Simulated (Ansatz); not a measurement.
C4H8O2 (`C=C(OC)OC`), relaxed with RKS PBE0-D4/def2-TZVP in the Gaussian-basis code of Ansatz from a PBE-D4/def2-SVP geometry. The force threshold is 0.005 eV/Å; the program also tests the step.

The species carries charge 0 and has multiplicity 1.

Start:

```xyz
14

C    -1.511    0.376    1.008
C    -0.444    0.393    0.173
O     0.428   -0.623   -0.059
C     0.214   -1.837    0.636
O    -0.139    1.500   -0.546
C     0.990    1.468   -1.410
H    -1.777   -0.506    1.600
H    -2.126    1.280    1.090
H     1.014   -2.531    0.318
H    -0.779   -2.275    0.388
H     0.269   -1.687    1.738
H     1.034    2.468   -1.881
H     1.935    1.281   -0.856
H     0.891    0.693   -2.200
```

```csv
step,energy (eV),largest force (eV/Å),largest move (Å)
1,-8365.1870,0.586,0.000
2,-8365.2535,0.175,0.037
3,-8365.2588,0.046,0.009
4,-8365.2588,0.015,0.002
5,-8365.2588,0.005,0.001
```

End:

```xyz
14

C    -1.487    0.365    0.994
C    -0.436    0.385    0.171
O     0.426   -0.619   -0.060
C     0.203   -1.822    0.638
O    -0.137    1.483   -0.540
C     0.986    1.456   -1.401
H    -1.742   -0.506    1.573
H    -2.096    1.252    1.080
H     0.989   -2.507    0.327
H    -0.776   -2.242    0.386
H     0.258   -1.661    1.719
H     1.020    2.443   -1.859
H     1.912    1.276   -0.850
H     0.880    0.696   -2.178
```

Run time 7 s (2 threads of an AMD EPYC 7R13 on a shared host and a share of an NVIDIA H100 80 GB); peak host memory 0.84 GiB.
